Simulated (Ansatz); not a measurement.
**C3H6FN: up Jacob's ladder to CCSD(T)**

One table from this session's results is given with a row withheld; the runs are named, their logs left out.

Method: functionals in def2-TZVPP, the program's frozen cores in correlated methods; program: Ansatz 0.2.0, Gaussian basis.

The runs, in order: LDA (SPW92), PBE-D4, revPBE-D4, BLYP-D4, r2SCAN-D4, B97M-V, PBE0-D4, B3LYP-D4, r2SCANh-D4, r2SCAN0-D4, HSE06-D4, BHLYP-D4, CAM-B3LYP-D4, LC-ωPBE, ωB97X-V, ωB97M-V, B2PLYP, PBE-QIDH; CCSD(T)/def2-SVP; CCSD(T)/def2-TZVPP; MP2/def2-QZVPP; extrapolation to the limit; RPA on PBE.

**The geometry**

An earlier PBE0-D4 in a triple-zeta def2 set relaxation fixed the geometry.

SMILES `C/C=N/CF`, 11 atoms, charge 0, spin multiplicity 1.

Atoms are counted from 1 here; the program's logs count them from 0.

Bond lengths: C1–C2 1.485 Å, C1–H6 1.094 Å, C1–H7 1.089 Å, C1–H8 1.095 Å, C2–N3 1.262 Å, C2–H9 1.102 Å, N3–C4 1.426 Å, C4–F5 1.373 Å, C4–H10 1.101 Å, C4–H11 1.095 Å. Angles: C2–C1–H6 110.2°, C2–C1–H7 110.6°, C2–C1–H8 110.2°, H6–C1–H7 109.7°, H6–C1–H8 106.7°, H7–C1–H8 109.4°, C1–C2–N3 122.5°, C1–C2–H9 116.4°, N3–C2–H9 121.1°, C2–N3–C4 117.4°, N3–C4–F5 109.2°, N3–C4–H10 113.4°, N3–C4–H11 109.0°, F5–C4–H10 107.4°, F5–C4–H11 107.6°, H10–C4–H11 110.0°.

Set-up of the first run:

in.yaml

```yaml
crystal:
  periodic: [false, false, false]
  atoms:
    - {symbol: C, position_ang: [-0.893021, -1.314398, -0.965569]}
    - {symbol: C, position_ang: [-0.054150, -0.490279, -0.059424]}
    - {symbol: N, position_ang: [-0.070979, 0.771010, -0.081569]}
    - {symbol: C, position_ang: [0.749903, 1.454131, 0.862769]}
    - {symbol: F, position_ang: [1.469761, 2.428010, 0.215442]}
    - {symbol: H, position_ang: [-0.263590, -1.993404, -1.548793]}
    - {symbol: H, position_ang: [-1.468931, -0.679030, -1.636854]}
    - {symbol: H, position_ang: [-1.575179, -1.941651, -0.383041]}
    - {symbol: H, position_ang: [0.592391, -1.038874, 0.645152]}
    - {symbol: H, position_ang: [1.469846, 0.795929, 1.373354]}
    - {symbol: H, position_ang: [0.109349, 1.951355, 1.599232]}
basis:
  gaussian: {orbitals: def2-TZVPP}
hamiltonian: {xc: lda}
output: {orbitals: {seedname: orbitals}}
```

Steps of the session up to this table: LDA; PBE-D4 (GGA); revPBE-D4 (GGA); BLYP-D4 (GGA); r2SCAN-D4 (meta-GGA); B97M-V (meta-GGA); PBE0-D4 (hybrid); B3LYP-D4 (hybrid); r2SCANh-D4 (hybrid); r2SCAN0-D4 (hybrid); HSE06-D4 (hybrid); BHLYP-D4 (hybrid); CAM-B3LYP-D4 (range-separated); LC-ωPBE (range-separated); ωB97X-V (range-separated); ωB97M-V (range-separated); B2PLYP (double hybrid); PBE-QIDH (double hybrid).

One of the session's tables, all rows but one given; the rest of the session is left out.

It belongs to the step «Frontier levels by functional». 

| functional | HOMO (eV) | gap (eV) |
| --- | --- | --- |
| LDA (SPW92) | -6.33 | 4.48 |
| PBE-D4 | -6.22 | 4.62 |
| revPBE-D4 | -6.16 | 4.66 |
| BLYP-D4 | -6.15 | 4.67 |
| r2SCAN-D4 | -6.52 | 5.15 |
| B97M-V | -6.72 | 5.45 |
| PBE0-D4 | -7.70 | 7.23 |
| B3LYP-D4 | ? | ? |
| r2SCANh-D4 | -7.07 | 6.11 |
| r2SCAN0-D4 | -7.91 | 7.57 |
| HSE06-D4 | -7.30 | 6.43 |
| BHLYP-D4 | -9.16 | 9.90 |
| CAM-B3LYP-D4 | -9.16 | 9.88 |
| LC-ωPBE | -10.48 | 12.44 |
| ωB97X-V | -10.17 | 12.04 |
| ωB97M-V | -10.09 | 11.86 |

Q: Estimate the row for B3LYP-D4 from the others.

Worked estimate for «HOMO (eV)». Against the share of exact exchange, BLYP-D4 (0, -6.15), BHLYP-D4 (0.5, -9.16) give a slope of -6.02 per unit share; at 0.2 the line stands at -7.35.

**Answer.** HOMO (eV): -7.49; gap (eV): 6.75. In «HOMO (eV)» the line misses by +0.14.
